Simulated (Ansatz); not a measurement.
System: H2Br, doublet: collinear Br-H-H surface. Scanned: Br-H distance and H-H distance.

Computed with UHF/cc-pVDZ (Ansatz, a quantum-chemistry and plane-wave program).

Energy in kcal/mol above the lowest grid point; x is the Br-H distance (Å), y the H-H distance (Å).

```
y \ x   1.20  1.30  1.38  1.52  1.64  1.76  1.94  2.12  2.27  2.60  2.95  3.31  4.09
-----  -----  ----  ----  ----  ----  ----  ----  ----  ----  ----  ----  ----  ----
2.15    40.1  23.4  18.6  21.4  30.1  41.7  58.4  68.4  73.0  77.7  79.4  79.9  80.1
1.86    41.7  24.7  19.8  22.2  30.7  41.8  57.1  66.4  70.8  75.3  76.8  77.3  77.5
1.60    44.6  27.2  21.8  23.5  31.2  41.0  53.9  61.9  65.8  69.7  71.0  71.4  71.5
1.34    50.4  31.9  25.5  25.3  30.7  37.6  46.4  51.7  54.1  56.4  57.1  57.3  57.1
1.19    56.0  36.1  28.7  26.1  29.1  33.3  38.4  41.1  42.1  42.3  41.6  41.2  41.1
1.14    58.4  37.9  29.9  26.3  28.3  31.4  35.1  36.7  37.1  36.5  35.3  34.9  34.8
1.01    66.2  43.7  33.9  26.7  25.4  25.3  25.1  24.1  23.1  21.1  19.7  19.2  19.0
0.93    72.7  48.4  37.1  27.2  23.5  21.4  18.9  16.7  15.1  12.6  11.2  10.6  10.5
0.89    76.5  51.2  39.1  27.7  22.8  19.7  16.2  13.4  11.6   9.0   7.6   7.0   6.9
0.80    87.5  59.5  45.3  30.2  22.7  17.5  12.1   8.4   6.1   3.3   1.9   1.2   1.1
0.74    97.4  67.3  51.5  34.0  24.8  18.4  11.9   7.7   5.2   2.2   0.8   0.2   0.0
0.67   112.9  80.2  62.5  42.1  31.1  23.5  16.0  11.2   8.6   5.4   4.1   3.4   3.2
0.63   124.5  90.3  71.4  49.5  37.6  29.4  21.2  16.2  13.5  10.3   9.0   8.3   8.1
```

Points that lie below all their neighbours on the grid: x = 4.09, y = 0.74 on the edge of the grid (0.0 kcal/mol); x = 1.38, y = 2.15 on the edge of the grid (18.6 kcal/mol). The lowest path on the grid from the first to the second passes x = 1.52, y = 1.14 at 26.3 kcal/mol.
